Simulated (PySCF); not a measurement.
Compound: nitrosyl fluoride, FNO.
Cartesian coordinates in Å at the PBE0-D3(BJ)/def2-SVP level; atoms count from 1:
```
atom  x, y, z in Å
O1    -0.3978    0.8989   -0.2890
N2     0.4547    0.1757   -0.0853
F3    -0.0553   -1.1085    0.3556
```

Level: wB97X-D/def2-SVPD in PySCF, non-relativistic, on one gas-phase PBE0-D3(BJ)/def2-SVP geometry that isn't relaxed in the solvent. The solvent is an IEF-PCM continuum (Bondi radii, 1.10 Å for H, scaled by 1.2). Only the electrostatic response of the medium enters.

Gas phase at wB97X-D/def2-SVPD: HOMO -11.89 eV, LUMO -1.50 eV, dipole 1.15 D.

Q: What does the continuum do to the energy, the frontier levels and the dipole at wB97X-D/def2-SVPD in dichloromethane and acetone?

A: 
| solvent | ε | E(solvent) − E(gas) (kcal/mol) | polarisation term (kcal/mol) | distortion of the solute (kcal/mol) | HOMO (eV) | LUMO (eV) | dipole (D) |
| --- | --- | --- | --- | --- | --- | --- | --- |
| dichloromethane | 8.93 | -1.35 | -1.51 | 0.16 | -11.79 | -1.33 | 1.39 |
| acetone | 20.49 | -1.50 | -1.70 | 0.20 | -11.78 | -1.32 | 1.42 |

The polarisation term is half the interaction of the solute with the surface charges that it induces; the rest is the cost of distorting the solute's density. The sum is the electrostatic part of solvation alone. From dichloromethane to acetone the lowering changes by a factor 1.12, Onsager's factor (ε − 1)/(2ε + 1) by 1.10 and ε itself by 2.3.

Q: Which radius a makes the point-dipole formula ΔE = −[(ε − 1)/(2ε + 1)]·μ²/a³ give the value in acetone, with the gas-phase dipole?

A: μ = 0.454 au and |ΔE| = 0.00240 Eh give a = 1.81 Å; the farthest nucleus lies 1.16 Å from the centroid of the nuclei. The formula assumes a rigid point dipole at the centre of a sphere.

Q: Give the dipole vector in the frame of the coordinates (D, pointing from negative to positive charge), gas and acetone.

A: Gas (0.20, 1.08, -0.36), solvent (0.24, 1.33, -0.44). Its length changes by +23 % and its direction by less than 1°.

Q: How does the static polarisability (wB97X-D/def2-SVPD, frozen core, with the continuum's full static response) change?

A: 
| medium | isotropic (au) | principal values (au) | ⟨r²⟩ of the electrons (bohr²) |
| --- | --- | --- | --- |
| gas | 16.1 | 11.5, 13.7, 23.0 | 114.5 |
| dichloromethane | 19.0 | 13.2, 16.0, 27.7 | 114.6 |
| acetone | 19.3 | 13.5, 16.3, 28.3 | 114.6 |

The isotropic value in acetone is 1.20 times the gas-phase one; no cavity-field correction is applied. ⟨r²⟩ is taken about the centre of nuclear charge.

wB97X-D is run here without its empirical dispersion term; that term would change no orbital, density or response property at a fixed geometry.
